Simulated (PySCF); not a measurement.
# Ways to converge the SCF of P2

The same problem is solved with other solver options, one edit a run.

Program: PySCF 2.14.0. Level of theory: method and basis as typed in the scripts. These are calculated values, not measurements.

2 further runs of the same task are left out: 2 that didn't finish.

### Step 1. Where the work starts

P2: 2 atoms, charge 0, spin multiplicity 1.

Bond lengths: P1–P2 1.917 Å.

### Step 2. Base script

File input.py:

```python
from pyscf import gto, dft
from pyscf.geomopt.geometric_solver import optimize

mol = gto.M(
    atom='P 0 0 0; P 0 0 1.917',
    basis='pcseg-1',
    charge=0,
    spin=0,
    verbose=4,
)
mf = dft.RKS(mol, xc='mn15l')
mf.kernel()
g = mf.nuc_grad_method()
g.grid_response = True
mol_eq = optimize(g.as_scanner(), maxsteps=30)
print('optimised geometry (angstrom)')
print(mol_eq.tostring('raw'))
print('orbital energies (hartree):', mf.mo_energy[..., max(0, mol.nelec[1]-3):mol.nelec[0]+3].round(4))
```

The run is started by

```console
$ OMP_NUM_THREADS=1 python input.py
```

Its log is not repeated here.

In short: at the starting geometry E(SCF) = -682.551068 Eh, 7 cycles, optimised bond 1.893 Å in 4 steps; the optimisation lowers the energy by 0.011 eV.

### Step 3. DIIS space 12

Edit 1 changes DIIS space: default → 12.

File input.py:

```python
from pyscf import gto, dft
from pyscf.geomopt.geometric_solver import optimize

mol = gto.M(
    atom='P 0 0 0; P 0 0 1.917',
    basis='pcseg-1',
    charge=0,
    spin=0,
    verbose=4,
)
mf = dft.RKS(mol, xc='mn15l')
mf.diis_space = 12
mf.kernel()
g = mf.nuc_grad_method()
g.grid_response = True
mol_eq = optimize(g.as_scanner(), maxsteps=30)
print('optimised geometry (angstrom)')
print(mol_eq.tostring('raw'))
print('orbital energies (hartree):', mf.mo_energy[..., max(0, mol.nelec[1]-3):mol.nelec[0]+3].round(4))
```

The run is started by

```console
$ OMP_NUM_THREADS=1 python input.py
```

### Step 4. Point-group symmetry on

Edit 2 changes point-group symmetry: off → on.

Changes to input.py since step 2:

```diff
@@ -8,2 +8,3 @@
     spin=0,
+    symmetry=True,
     verbose=4,
```

Q: Predict the outcome of this session. Wanted: for each run, E(SCF); from base; gap; after the SCF.

**Answer**, as computed:

```csv
run,E(SCF) (hartree),from base (eV),cycles,gap (eV),after the SCF
base,-682.551068,0,7,4.16,"bond 1.893 Å, -0.011 eV"
DIIS space 12,-682.551068,0.0000,7,4.16,"bond 1.893 Å, -0.011 eV"
point-group symmetry on,-682.551068,0.0000,7,4.16,"bond 1.893 Å, -0.011 eV"
```

SCF columns refer to the geometry typed in the script.

Distance from each run's final energy (log10 hartree) by cycle:

```csv
run,cycle 1,cycle 2,cycle 3,cycle 5,cycle 8,cycle 12
base,-2.4,-2.7,-4.3,-8.8,done,done
DIIS space 12,-2.4,-2.7,-4.3,-8.8,done,done
point-group symmetry on,-2.4,-2.7,-4.3,-8.8,done,done
```

What this shows: With DIIS space 12 or point-group symmetry on the SCF ends at the base energy. With DIIS space 12, point-group symmetry on the path hardly changes: 7 cycles against 7. The cycles with DIIS space 12 repeat those of the base digit for digit, so the setting never acted.
